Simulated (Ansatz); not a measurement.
Geometry optimisation, UKS BHLYP/cc-pVDZ in Ansatz.

Input file:

```yaml
crystal:
  periodic: [false, false, false]
  atoms:
    - { symbol: B, position_ang: [-0.027002, -0.417552, -0.370243] }
    - { symbol: H, position_ang: [0.143168, -0.208577, 2.008898] }
    - { symbol: H, position_ang: [0.946283, 0.275347, -0.503847] }
    - { symbol: O, position_ang: [-1.195866, -0.069105, -0.904939] }
    - { symbol: H, position_ang: [-1.906207, -0.68819, -0.737094] }
    - { symbol: H, position_ang: [0.118224, 0.261378, 2.550725] }
magnetization:
  spin_polarized: true
  initial_magnetization: 1
basis:
  gaussian: { orbitals: cc-pVDZ }
hamiltonian:
  xc: { name: BHLYP }
relax:
  f_tol: 0.03
  max_steps: 50
```

Run as:

```bash
$ ansatz run input.yaml --threads 1 --pin off --max-ram 2048MiB --backend cpu --events-out ev --progress --plain --runs-dir out
```

**Question.** Where does it end, and by what steps?

**Answer.** The run converged. The force dipped under the threshold on the way, but the program's further checks kept it going. After 22 steps the energy has fallen by 0.072 eV; H6 moved furthest, 0.80 Å.

| step | energy less start (eV) | largest force component (eV/Å) | accepted |
| --- | --- | --- | --- |
| 0 | 0.0000 | 1.229 | yes |
| 1 | -0.0465 | 0.327 | yes |
| 2 | -0.0550 | 0.117 | yes |
| 3 | -0.0409 | 0.678 | no |
| 4 | -0.0563 | 0.067 | yes |
| 5 | -0.0579 | 0.050 | yes |
| 6 | -0.0583 | 0.162 | yes |
| 7 | -0.0597 | 0.180 | yes |
| 8 | -0.0592 | 0.304 | no |
| 9 | -0.0614 | 0.048 | yes |
| 10 | -0.0566 | 0.499 | no |
| 11 | -0.0626 | 0.052 | yes |
| 12 | -0.0630 | 0.181 | yes |
| 13 | -0.0674 | 0.026 | yes |
| 14 | -0.0685 | 0.211 | yes |
| 15 | -0.0694 | 0.022 | yes |
| 16 | -0.0159 | 1.514 | no |
| 17 | -0.0678 | 0.468 | no |
| 18 | -0.0705 | 0.065 | yes |
| 19 | -0.0716 | 0.011 | yes |
| 20 | -0.0706 | 0.234 | no |
| 21 | -0.0718 | 0.069 | yes |
| 22 | -0.0719 | 0.023 | yes |

```xyz
6
Properties=species:S:1:pos:R:3
B -0.121 -0.108 -0.577
H 0.159 0.018 2.567
H 0.939 0.172 -1.071
O -1.175 -0.393 -1.339
H -1.972 -0.602 -0.852
H 0.249 0.066 3.316
```

Whether the end is a true minimum wasn't checked by a vibrational analysis.

Time of the run: 31 s on 1 thread of Arm Neoverse V2, on a shared host, peak memory 0.1 GiB.
